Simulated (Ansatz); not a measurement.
Ansatz (an electronic-structure program) input (RI-MP2/aug-cc-pVTZ):
A basis named .json is the Basis Set Exchange file of that set.

Ansatz 0.2 input:
```yaml
crystal:
  periodic: [false, false, false]
  atoms:
    - {symbol: N, position_ang: [-0.01174625, 0.81294535, 0.09531191]}
    - {symbol: N, position_ang: [-0.00018216, -0.67601727, -0.08700131]}
    - {symbol: H, position_ang: [-0.81512924, 1.06903052, -0.49699109]}
    - {symbol: H, position_ang: [-0.03991350, -1.09453720, 0.84805997]}
    - {symbol: H, position_ang: [0.93854167, -0.93298988, -0.40924308]}
basis:
  gaussian:
    orbitals: aug-cc-pVTZ
    fitting: {mean_field: def2-universal-jkfit, correlation: aug-cc-pVTZ-RIFIT.json}
total_charge: -1
magnetization: {spin_polarized: false}
correlation: {method: mp2, electrons: outside_noble_gas}
```

Output:

```
Functional definition: HF
integrals: 0.06 GiB planned
208 factors; integrals over basis functions are off by at most 9.0e-1 eV
350 factors; integrals over basis functions are off by at most 6.4e-1 eV
mean field: 0.24 GiB planned
mean field evaluation 1: about -3007.2699 eV, gradient 2.0e1 eV
mean field evaluation 2: about -3008.2145 eV, gradient 9.7e0 eV
mean field evaluation 4: about -3008.4349 eV, gradient 7.9e-1 eV
mean field evaluation 8: about -3008.4426 eV, gradient 8.1e-7 eV
mean field -3008.44260054 eV, -110.5582263741 hartree, gradient 8.1e-7 eV, S^2 0.000000; 0 other end points of the search recorded, 0 dependent functions left out
2 core orbitals not correlated
reference -3008.44260054 eV, -110.5582263741 hartree; 7, 7 occupied and 152, 152 virtual orbitals, 350 factors
second order -12.82910267 eV of doubles, -0.00000000 eV of singles
Total energy: -3021.27170321 eV, -111.0296872014 hartree
```

It need not be the lowest isomer of its formula. Whether it binds its extra electron was not tested at this geometry.
